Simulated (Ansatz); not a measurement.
# doublet BF(+): levels of theory in one basis

| atom | x (Å) | y (Å) | z (Å) |
| --- | --- | --- | --- |
| B | 0.0000 | 0.0000 | -0.6560 |
| F | 0.0000 | 0.0000 | 0.6560 |

Basis set: def2-SVP (spherical functions). Left uncorrelated: 2 orbitals. Correlation on ROHF uses semicanonical orbitals with singles. Charge 1, multiplicity 2.

Computed with Ansatz (development build ahead of 0.2.0); each method stands on the lowest determinant of its kind that the runs found.

| method | E − E(ROHF) (eV) | <S²> of the determinant |
| --- | --- | --- |
| ROHF | 0.00 | – |
| UHF | -0.02 | 0.75 |
| ROHF-MP2 | -6.19 | – |
| UHF-MP2 | -6.21 | 0.75 |

Question: What does ROHF-CCSD(T) give on the same scale?

Answer: -6.46 eV.
